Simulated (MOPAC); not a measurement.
MOPAC input (PM6):

```
PM6 PRECISE GNORM=0.05 LET XYZ UHF MS=0.5 GEO-OK AUX(PRECISION=9) THREADS=1
C2H3O

O     1.08859700 1    0.24944300 1   -0.42728400 1
C     0.04658500 1    0.36233700 1    0.22026600 1
H    -0.09898000 1    1.22977900 1    0.88845600 1
C    -1.01080800 1   -0.58309000 1    0.15833000 1
H    -1.91279600 1   -0.45200400 1    0.74149300 1
H    -0.91166100 1   -1.44880100 1   -0.48325300 1
```

From the output:

```
                                                       MOPAC v23.2.5 Linux

          FINAL HEAT OF FORMATION =         -1.32744 KCAL/MOL =      -5.55400 KJ/MOL

          COSMO AREA              =         79.31 SQUARE ANGSTROMS
          COSMO VOLUME            =         61.11 CUBIC ANGSTROMS

          GRADIENT NORM           =          0.01331          =       0.00543 PER ATOM
          IONIZATION POTENTIAL    =         10.177381 EV
          ALPHA SOMO LUMO (EV)    =        -10.553  0.353
          BETA  SOMO LUMO (EV)    =        -10.177 -1.387
          NO. OF ALPHA ELECTRONS  =          9
          NO. OF BETA  ELECTRONS  =          8
          MOLECULAR WEIGHT        =         43.0451         POINT GROUP:  Cs

          MOLECULAR DIMENSIONS (Angstroms)

            Atom       Atom       Distance
            H     5    O     1     3.30280
            H     6    H     3     3.01524
            C     4    C     2     0.00000

          SCF CALCULATIONS        =         18

   ATOM   CHEMICAL          X               Y               Z
  NUMBER   SYMBOL      (ANGSTROMS)     (ANGSTROMS)     (ANGSTROMS)

     1       O          1.08667080  *   0.24399498  *  -0.42992409  *
     2       C          0.06337119  *   0.37868815  *   0.22215990  *
     3       H         -0.07583747  *   1.24715860  *   0.88756497  *
     4       C         -1.02154444  *  -0.58943845  *   0.15990593  *
     5       H         -1.92088972  *  -0.47573574  *   0.72982984  *
     6       H         -0.93991963  *  -1.45527287  *  -0.47215823  *

                             CARTESIAN COORDINATES

   1    O        1.086670797     0.243994981    -0.429924091
   2    C        0.063371189     0.378688150     0.222159896
   3    H       -0.075837470     1.247158597     0.887564971
   4    C       -1.021544436    -0.589438453     0.159905929
   5    H       -1.920889719    -0.475735742     0.729829844
   6    H       -0.939919630    -1.455272867    -0.472158229

           Empirical Formula: C2 H3 O  =     6 atoms

      MOLECULAR POINT GROUP   :   Cs

          ALPHA EIGENVALUES
 -32.07946 -26.33315 -21.21918 -17.19272 -15.56991 -15.29341 -14.12109 -10.94646
 -10.55305   0.35263   3.34821   4.15411   4.51764   5.32735   5.53606

           BETA EIGENVALUES
 -31.46833 -25.92225 -20.96975 -16.95210 -15.20541 -14.31821 -13.85051 -10.17738
  -1.38668   1.26734   3.55478   4.35681   4.51198   5.54239   5.73842

              NET ATOMIC CHARGES AND DIPOLE CONTRIBUTIONS

  ATOM NO.   TYPE          CHARGE      No. of ELECS.   s-Pop       p-Pop
    1          O          -0.430206        6.4302     1.85981     4.57040
    2          C           0.353659        3.6463     1.11858     2.52776
    3          H           0.102093        0.8979     0.89791
    4          C          -0.362424        4.3624     1.18475     3.17767
    5          H           0.161278        0.8387     0.83872
    6          H           0.175600        0.8244     0.82440
 DIPOLE           X         Y         Z       TOTAL
 POINT-CHG.    -2.677     0.181     1.590     3.119
 HYBRID         0.023    -0.153    -0.116     0.193
 SUM           -2.654     0.028     1.474     3.036

          ATOMIC ORBITAL ELECTRON POPULATIONS

     Atom    s        px        py        pz
    1  O   1.85981   1.37465   1.76613   1.42961
    2  C   1.11858   0.82547   0.90230   0.79999
    3  H   0.89791
    4  C   1.18475   1.06692   1.07427   1.03648
    5  H   0.83872
    6  H   0.82440

                    (SZ)    =    0.500000
                    (S**2)  =    0.771966

          ATOMIC ORBITAL SPIN POPULATIONS

    Atom   Total    s     px     py     pz
         Atomic
    1  O  0.2249  0.006  0.042  0.054  0.123
    2  C -0.1525 -0.011 -0.038 -0.041 -0.063
    3  H -0.0002 -0.000
    4  C  0.9910  0.024  0.183  0.261  0.523
    5  H -0.0317 -0.032
    6  H -0.0315 -0.032

 **********************
 *                    *
 * JOB ENDED NORMALLY *
 *                    *
 **********************

 == MOPAC DONE ==
```

The geometry given is a B3LYP-D3(BJ)/def2-TZVP minimum.
